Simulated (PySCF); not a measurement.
Computed with B3LYP-D3(BJ)/def2-TZVP (PySCF). Isolated molecules, 0 K electronic values unless said otherwise. B3LYP has the VWN-RPA correlation part, as in Gaussian. Excitations are Tamm–Dancoff values on a coarser integration grid. The basis has no diffuse functions, so Rydberg states are missing or too high.

Reference species (SMILES): `C#N` (neutral, multiplicity 1).

| Property | Value |
|---|---|
| S1 oscillator strength | 0.000 |
| LUMO | -0.02 eV |
| S1 excitation (TDA) | 7.93 eV |

Changed species: `C=CC#N` (X = vinyl; the reference has X = H).

What does the change do to the S1 oscillator strength, LUMO and S1 excitation (TDA)?

the S1 oscillator strength stays essentially unchanged; the LUMO falls by 1.92 eV, to -1.94 eV; the S1 excitation (TDA) drops by 1.80 eV, to 6.13 eV.
